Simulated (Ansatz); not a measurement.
# Ligand exchange: SiH3(OH) + MgH(SH) → SiH3(SH) + MgH(OH)

Species: SiH3(OH) (silanol), singlet; MgH(SH), singlet; SiH3(SH) (sulfanylsilane), singlet; MgH(OH), singlet. The partners trade OH for SH: Si–OH and Mg–SH bonds give way to Si–SH and Mg–OH.

Shapes, held fixed at every level: PBE0-D4/def2-TZVP. Programs: Ansatz 0.2.0. The zero-point and thermal change to 298 K, harmonic and unscaled (PBE0-D4/def2-TZVP), is -0.6 kJ/mol.

Question: Estimate ΔH(298 K) of this reaction.

Answer: The highest level, CCSD(T)/def2-TZVPP, gives ΔH(298 K) = +43.7 kJ/mol; the levels span +29.5 to +43.7. The column of differences is taken from that level and isn't an error. No measured value is set beside it here. Correlated rows may include outer-core shells of Mg, which these sets cover unevenly.

```tsv
level	kind	ΔH(298 K) (kJ/mol)	less CCSD(T)/def2-TZVPP
HF/def2-SVP	Hartree–Fock	+43.0	-0.7
r2SCAN0-D4/def2-TZVPP	global hybrid	+43.1	-0.6
wB97X-V/def2-TZVPP	range-separated hybrid	+40.1	-3.6
B2PLYP/def2-TZVPP	double hybrid	+42.0	-1.7
MP2/def2-SVP	perturbation theory	+29.5	-14.2
CCSD(T)/def2-SVP	coupled cluster or CI	+31.2	-12.5
CCSD(T)/def2-TZVPP	coupled cluster or CI	+43.7	0.0
```
